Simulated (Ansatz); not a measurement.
Band structure of Nb

```
Nb
1.0
    -1.65491    1.65491    1.65491
     1.65491   -1.65491    1.65491
     1.65491    1.65491   -1.65491
Nb
1
Cartesian
  0.0000 0.0000 0.0000
```

Conventional cell: a = 3.310 Å, b = 3.310 Å, c = 3.310 Å, α = 90.00°, β = 90.00°, γ = 90.00°. Nb (atom 1) has 8 Nb at 2.87 Å as nearest neighbours.

The structure comes from a relaxation in the same program, started in the bcc type, and has space group Im-3m. Whether it is a known phase or the ground state wasn't checked.

Spin polarisation is left out, and whether a magnetic state lies lower isn't shown here.

Method: Ansatz 0.2.0, DFT, PBE, all-electron LAPW, scalar-relativistic.

Settings: a Γ-centred 16×16×16 k mesh, Fermi–Dirac smearing of 0.08 eV, basis error target 1 meV/atom, no spin polarisation.

Points in fractions of the reciprocal vectors of this cell: Γ (0, 0, 0), H (0.5, -0.5, 0.5), N (0, 0, 0.5), P (0.25, 0.25, 0.25). The path joins them by straight lines in the order Γ–H–N–Γ–P–H–P–N; legs that retrace an earlier one aren't tabulated. Energies are in eV from the Fermi level.

(1) Metal or insulator at this level of theory?

(2) Tabulate bands 11 to 17, counted from the lowest band of the run, along the path.

Answers

(1) No gap opens: metallic or semimetallic.

(2) 
| k (1/Å) | point | band 11 | band 12 | band 13 | band 14 | band 15 | band 16 | band 17 |
| --- | --- | --- | --- | --- | --- | --- | --- | --- |
| 0.00 | Γ | -29.68 | -29.68 | -5.91 | 0.35 | 0.35 | 0.35 | 3.24 |
| 0.47 |  | -29.81 | -29.81 | -4.72 | 0.31 | 0.31 | 0.92 | 1.62 |
| 0.95 |  | -30.13 | -30.13 | -2.51 | -1.08 | 0.95 | 0.95 | 2.49 |
| 1.42 |  | -30.46 | -30.46 | -3.02 | -2.78 | 3.05 | 3.05 | 4.49 |
| 1.90 | H | -30.59 | -30.59 | -3.70 | -3.70 | 5.55 | 5.55 | 5.55 |
| 2.23 |  | -30.52 | -30.47 | -3.33 | -3.20 | 3.47 | 3.71 | 5.65 |
| 2.57 |  | -30.35 | -30.16 | -2.74 | -1.78 | 0.81 | 1.72 | 5.92 |
| 2.91 |  | -30.18 | -29.83 | -3.23 | -1.01 | 0.33 | 2.25 | 5.92 |
| 3.24 | N | -30.10 | -29.69 | -3.70 | -1.65 | 2.24 | 3.27 | 3.95 |
| 3.58 |  | -30.04 | -29.69 | -3.57 | -1.41 | 0.94 | 3.20 | 3.73 |
| 3.91 |  | -29.89 | -29.69 | -3.99 | -0.77 | -0.11 | 2.65 | 2.73 |
| 4.25 |  | -29.74 | -29.68 | -5.30 | -0.01 | 0.23 | 0.96 | 2.79 |
| 4.58 | Γ | -29.68 | -29.68 | -5.91 | 0.35 | 0.35 | 0.35 | 3.24 |
| 4.99 |  | -29.72 | -29.72 | -5.02 | -0.12 | -0.12 | 1.45 | 3.01 |
| 5.41 |  | -29.85 | -29.85 | -3.00 | -1.11 | -1.11 | 3.29 | 3.29 |
| 5.82 |  | -30.08 | -30.08 | -1.50 | -1.50 | -1.10 | 3.84 | 3.84 |
| 6.23 | P | -30.36 | -30.36 | -1.10 | -1.10 | -1.10 | 4.08 | 4.08 |
| 6.64 |  | -30.57 | -29.91 | -2.17 | -0.75 | -0.75 | 3.83 | 3.83 |
| 7.05 |  | -30.64 | -29.93 | -1.59 | -1.59 | -1.27 | 3.76 | 3.76 |
| 7.46 |  | -30.62 | -30.35 | -3.06 | -3.06 | 2.13 | 4.68 | 4.68 |
| 7.87 | H | -30.59 | -30.59 | -3.70 | -3.70 | 5.55 | 5.55 | 5.55 |
| 9.52 | P | -30.36 | -30.36 | -1.10 | -1.10 | -1.10 | 4.08 | 4.08 |
| 9.75 |  | -30.32 | -30.10 | -1.57 | -1.52 | -0.38 | 3.94 | 4.06 |
| 9.99 |  | -30.23 | -29.89 | -2.55 | -1.68 | 0.61 | 3.64 | 4.01 |
| 10.23 |  | -30.14 | -29.74 | -3.39 | -1.68 | 1.67 | 3.37 | 3.97 |
| 10.46 | N | -30.10 | -29.69 | -3.70 | -1.65 | 2.24 | 3.27 | 3.95 |
